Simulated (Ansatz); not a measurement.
# AlH₂Cl: one species, many methods

Aim: compute AlH₂Cl with functionals from several rungs and with coupled cluster. The yardstick is the atomisation energy at the CCSD(T) limit.

Computed with Ansatz 0.2.0, Gaussian basis. Level: functionals in def2-TZVPP, the program's frozen cores in correlated methods.

The runs, in order: LDA (SPW92), PBE-D4, revPBE-D4, BLYP-D4, r2SCAN-D4, B97M-V, PBE0-D4, B3LYP-D4, r2SCANh-D4, r2SCAN0-D4, HSE06-D4, BHLYP-D4, CAM-B3LYP-D4, LC-ωPBE, ωB97X-V, ωB97M-V, B2PLYP, PBE-QIDH; CCSD(T)/def2-SVP; CCSD(T)/def2-TZVPP; CCSD(T)/def2-QZVPP; extrapolation to the limit; RPA on PBE.

**1. Structure used throughout**

The geometry comes from an earlier relaxation with PBE0-D4 in a triple-zeta def2 set; it is a stationary point.

SMILES `[AlH2][Cl]`, 4 atoms, charge 0, spin multiplicity 1.

Atoms are counted from 1 here; the program's logs count them from 0.

Bond lengths: Al1–Cl2 2.097 Å, Al1–H3 1.575 Å, Al1–H4 1.575 Å. Angles: Cl2–Al1–H3 117.5°, Cl2–Al1–H4 117.5°, H3–Al1–H4 125.0°.

**2. LDA**

This LDA is Slater exchange with PW92 correlation.

Input file in.yaml:

```yaml
crystal:
  periodic: [false, false, false]
  atoms:
    - {symbol: Al, position_ang: [-0.090277, -0.004227, -0.126565]}
    - {symbol: Cl, position_ang: [1.271745, -0.146038, 1.461803]}
    - {symbol: H, position_ang: [-1.335026, -0.969337, -0.106255]}
    - {symbol: H, position_ang: [0.209159, 1.059301, -1.249284]}
basis:
  gaussian: {orbitals: def2-TZVPP}
hamiltonian: {xc: lda}
output: {orbitals: {seedname: orbitals}}
```

Run with:

```sh
$ ansatz run in.yaml --threads 4 --pin off --events-out ev --progress --plain --max-ram 10444MiB
```

After this run come: PBE-D4 (GGA); revPBE-D4 (GGA); BLYP-D4 (GGA); r2SCAN-D4 (meta-GGA); B97M-V (meta-GGA); B3LYP-D4 (hybrid); r2SCANh-D4 (hybrid); r2SCAN0-D4 (hybrid); HSE06-D4 (hybrid); BHLYP-D4 (hybrid); CAM-B3LYP-D4 (range-separated); LC-ωPBE (range-separated); ωB97X-V (range-separated); ωB97M-V (range-separated); B2PLYP (double hybrid); PBE-QIDH (double hybrid); CCSD(T) in def2-SVP; CCSD(T) in def2-TZVPP; CCSD(T) in def2-QZVPP; RPA on PBE orbitals.

Q: Predict the results of all the runs planned. Wanted: atomisation energy, CCSD(T)/CBS; farthest beyond LDA; mean size of error, GGA; mean size of error, meta-GGA; mean size of error, hybrid; mean size of error, range-separated; mean size of error, double hybrid; gap, smallest and largest; T1 diagnostic.

The runs gave:

| quantity | value |
| --- | --- |
| atomisation energy, CCSD(T)/CBS | 249.4 kcal/mol |
| functionals within 1.2 kcal/mol (0.5 %) | r2SCAN-D4, ωB97X-V, ωB97M-V |
| farthest beyond LDA | revPBE-D4 (-11.0 kcal/mol) |
| mean size of error, GGA | 9.0 kcal/mol |
| mean size of error, meta-GGA | 3.6 kcal/mol |
| mean size of error, hybrid | 5.2 kcal/mol |
| mean size of error, range-separated | 2.5 kcal/mol |
| mean size of error, double hybrid | 5.5 kcal/mol |
| gap, smallest and largest | 4.67 eV (LDA (SPW92)), 11.74 eV (LC-ωPBE) |
| T1 diagnostic | 0.0083 |
| triples share of the correlation energy | 3.4 % |

**Reading.** LDA overbinds by 17.7 kcal/mol (7 %). PBE-D4 is off by -7.7 kcal/mol. Double hybrids carry the basis error of their MP2 part in triple zeta, and no dispersion term here, so their miss is partly the set-up's. By mean error the best rung here is range-separated (2.5 kcal/mol) and the worst beyond LDA is GGA (9.0 kcal/mol). The reference freezes the cores and leaves out relativity and excitations past (T), so misses under about 1.2 kcal/mol can't be ranked. Hartree-Fock recovers 78 % of the binding; the rest is correlation. CCSD(T) in def2-SVP is off by -16.3 kcal/mol, more than most functionals: a good method in a small basis is no reference. Orbital gaps span 4.7 to 11.7 eV; exact exchange widens them.
